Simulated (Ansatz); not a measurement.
Results of PBE-D3(BJ) in Ansatz (plane waves, PAW) for rock-salt HfN.

Settings: plane-wave cutoff 520 eV, 22×22×22 k mesh, Fermi–Dirac smearing 0.05 eV, scalar-relativistic PAW data made under PBE.

Energies at three volumes about the minimum:

```csv
V (Å³/atom),E − E_lowest (meV/atom)
11.286,4.11
11.516,0.00
11.747,3.82
```

Question: Fit a parabola by hand: where is the minimum, what lattice constant follows, and what is the bulk modulus?

Answer: Slopes: (0.00 − 4.11)/(11.516 − 11.286) = -17.870 and (3.82 − 0.00)/(11.747 − 11.516) = 16.537 meV/Å³. Curvature E″ = 2 × (16.537 − (-17.870))/(11.747 − 11.286) = 149.271 meV/Å⁶. From the middle of the first interval, the slope vanishes at V0 = 11.4010 − (-17.870)/149.271 = 11.521 Å³/atom. B = V0 E″ = 11.521 × 149.271 meV/Å³ × 0.1602 GPa per meV/Å³ = 276 GPa. With 8 atoms in the cube, a = (8 × 11.521)^(1/3) = 4.517 Å. The full Birch–Murnaghan fit to all volumes gives V0 = 11.517 Å³/atom and B0 = 276 GPa.

Measured, for comparison: bulk modulus 260 GPa (room temperature, not corrected to a static lattice, our sources range from 260 to 306; as tabulated in Synthesis of Binary Transition Metal Nitrides, Carbides and Borides from the …); lattice constant a 4.524 Å (room temperature, not corrected to a static lattice; as tabulated in Seo, Lee, Wen, Petrov, Greene, Gall, J. Appl. Phys. 96, 878 (2004)). Computed (rounded) less measured: bulk modulus not scored (sources differ).

Ansatz is a quantum-chemistry and plane-wave program.
